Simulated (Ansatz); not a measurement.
System: tetradymite Bi2Se3. Method: PBEsol (Ansatz, a program for electronic structure, PAW).

What does this level give for the interlayer binding energy, layer repeat distance and gap between the layers?


- interlayer binding energy: 6.7 meV/Å²
- layer repeat distance: 9.533 Å
- gap between the layers: 2.570 Å

Note: the cell comes from a level without a dispersion term, which matters for the spacing of layers, chains or molecules.

Spin–orbit coupling is not included; it can shift volumes and moduli of such heavy elements.

Static lattice: no zero-point or thermal effects.
